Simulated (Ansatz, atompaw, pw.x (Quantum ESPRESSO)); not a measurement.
## Si: one change to the PAW (atompaw) potential, in the atom and in the diamond crystal

```
Element                 : silicon
Generator               : atompaw 4.2.0.5
Type                    : PAW
Functional              : PBE
Relativity              : scalar-relativistic
Frozen core             : [Ne]
Valence charge          : 4
Reference configuration : 3s2 3p2
Partial waves           : 3s (bound): rc 2.75 bohr; 3s channel at 1.85 Ry: rc 1.45 bohr; 3p (bound): rc 2.75 bohr; 3p channel at 1.1 Ry: rc 2.75 bohr; 3d channel at 0.3 Ry: rc 2.75 bohr; 3d channel at 1.85 Ry: rc 2.30 bohr
Local potential         : vpsmatchnc scheme with l = 3 at 0 Ry, radius 1.95 bohr
Core correction         : smooth core density matched at 1.40 bohr
Augmentation charge     : sinc compensation charge, radius 2.00 bohr; PAW radius 2.75 bohr; waves and projectors: custom polynom vanderbiltortho
```

Change: wave 3p (bound): rc 2.75 bohr becomes 3p (bound): rc 1.84 bohr.

Cutoffs, loose and tight: the cutoffs (Ry, on a coarse ladder) from which the occupation-weighted sum of valence levels, in a spherical-Bessel basis at the reference potential, stays within 10 and 1 mRy of its value at 400 Ry. They see the waves and projectors alone, not the compensation charge or the core.

Crystal test: diamond Si in pw.x 7.5, no spin, 8³ k-points, Fermi–Dirac smearing 0.01 Ry, cutoffs set for each file from its atomic test. The reference is all-electron LAPW (Ansatz 0.2.0) with the same functional, mesh and smearing; V0 and B0 come from Birch–Murnaghan fits to the pressures at five volumes. Errors are pseudo minus all-electron; Δ is the rms difference of the E(V) curves that follow from these fits, minima aligned, over ±6 % about the mean V0. Mesh and smearing are coarse, so the numbers serve the comparison and aren't converged zero-temperature values; the lattice is a test structure that the element need not adopt.

All-electron: a0 = 5.469 Å (V0 = 20.45 Å³/atom), B0 = 88.5 GPa.

Does the change bring the crystal closer to the all-electron result?

The mean pressure error goes from +0.06 to +0.01 GPa, so the change moves the solid closer to the all-electron pressures.

```
                 quantity       base    changed
           outcome (atom)  generated  generated
     cutoff, loose (atom)       6 Ry       6 Ry
     cutoff, tight (atom)       8 Ry      15 Ry
      bound ghosts (atom)       none       none
     cutoffs in pw.x (Ry)     40/400     40/400
                   a0 (Å)      5.470      5.470
             a0 error (%)      +0.02      +0.00
             B0 error (%)       +0.5       +0.6
             Δ (meV/atom)        0.3        0.1
mean pressure error (GPa)      +0.06      +0.01
```

Base: The largest radius (2.75 bohr) exceeds half the bond length (2.24 bohr), so the spheres overlap, which is one possible source of error among others. Changed file: The largest radius (2.75 bohr) exceeds half the bond length (2.24 bohr), so the spheres overlap, which is one possible source of error among others. The atomic cutoffs weigh occupied waves only.
